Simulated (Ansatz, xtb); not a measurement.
C2H3FS: which of two isomers lies lower

We compare a, `F/C=C\S`, a singlet, with b, `F[C@@H]1CS1`, a singlet. Both are isolated molecules in the gas phase, relaxed with PBE0-D3(BJ)/def2-SVP; each stands in its lowest conformer found.

Energies in hartree; the thermal terms are from PBE0-D3(BJ)/def2-SVP harmonic frequencies (ideal gas, rigid rotor, one conformer each, 298.15 K, 1 atm) and include the zero-point energy:

|  | a | b |
| --- | --- | --- |
| E, CCSD(T)/def2-TZVP | −575.298032 | −575.299764 |
| zero-point energy | 0.044593 | 0.047706 |
| H(298 K) − E | 0.050148 | 0.052528 |
| G(298 K) − E | 0.016927 | 0.020866 |

Problem. Work out ΔE, ΔE₀, ΔH and ΔG for a → b in kJ/mol (1 Eh = 2625.50 kJ/mol) and the equilibrium ratio [b]/[a].

Solution. 1. ΔE = −575.299764 − (−575.298032) = −0.001732 Eh = −4.55 kJ/mol.
2. ΔE₀ = ΔE + ΔZPE = −0.001732 + (+0.003113) Eh = +3.63 kJ/mol.
3. ΔH = ΔE + (+0.002380) Eh = +1.70 kJ/mol.
4. ΔG = ΔE + (+0.003939) Eh = +5.79 kJ/mol, so ΔS = (ΔH − ΔG)/T = −13.7 J/(mol K).
5. kT = 0.9442 mEh, so K = [b]/[a] = exp(−ΔG/kT) = exp(−2.34) ≈ 0.097.

Structure a is favoured at this temperature, against the order of the electronic energies. An error of 4 kJ/mol in ΔG would change K by a factor of 5. HF/def2-TZVP gave ΔE the other sign. Mirror images and further conformers aren't counted.

As drawn, b has 1 C–C, 1 C–S, 1 C–H in place of 1 C=C, 1 S–H. Structure a has no ring, b a 3-membered ring.

Other levels gave ΔE = −19.7 (GFN2-xTB); −35.5 (HF/STO-3G, GFN2-xTB geometries); −3.9 (r2SCAN-D4/def2-SVP, GFN2-xTB geometries); −9.8 (PBE0-D3(BJ)/def2-SVP); +8.2 (HF/def2-TZVP); −16.0 (MP2/def2-TZVP) kJ/mol. The correlated steps freeze 8 core orbitals. Programs: Ansatz 0.2.0, xtb 6.7.1.
